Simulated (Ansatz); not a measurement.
## Ansatz (development build ahead of 0.2.0) run

```yaml
crystal:
  periodic: [false, false, false]
  atoms:
    - { symbol: C, position_ang: [0.0, 0.0, 0.0] }
    - { symbol: O, position_ang: [0.0, 0.0, 1.6725] }
basis:
  gaussian: { orbitals: "6-31G" }
total_charge: 1
magnetization:
  spin_polarized: true
  initial_magnetization: 1
hamiltonian:
  xc: hf
scf:
  omitted_lower_state_checks: [stability, starts, atomic_configurations, cluster_reference, orbital_swaps, given_window_search, neighbouring_geometries, increment]
output:
  forces: true
```

The input is written out in the form of the current development build from the run's settings.

Results

```json
{
  "Converged": "yes",
  "Total energy": "-112.06027 hartree",
  "Spin squared of the determinant": "1.773"
}
```

Forces (eV/Å):
```csv
atom,Fx,Fy,Fz
C1,0.000,0.000,0.433
O2,0.000,0.000,-0.433
```

This is not the lowest solution: another run reaches a determinant 0.81 eV lower. Caution: the unrestricted determinant is a mixture of spin states.
